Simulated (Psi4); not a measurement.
Reaction (SMILES): [SiH3][SiH3] (Si2H6) + [H][H] (H2) → 2 [SiH4] (SiH4)
B3LYP-D3(BJ)/def2-TZVP geometries, fixed; electronic energies without zero-point terms.

Effect of the treatment of two-electron integrals at PBE/def2-TZVP with Psi4, against the last row, where the energy of full hydrogenation is -2.18 kcal/mol.

| setting | largest shift of a total energy (mEh) | shift of the energy of full hydrogenation (kcal/mol) |
|---|---|---|
| scf_type: df | -0.079 | 0.009 |
| scf_type: cd | -0.017 | -0.001 |
| scf_type: pk | 0.000 | 0.000 |

Within 0.02 kcal/mol in the energy of full hydrogenation: scf_type: df; scf_type: cd. The largest shift is 0.079 mEh in a total energy and 0.009 kcal/mol in the difference.
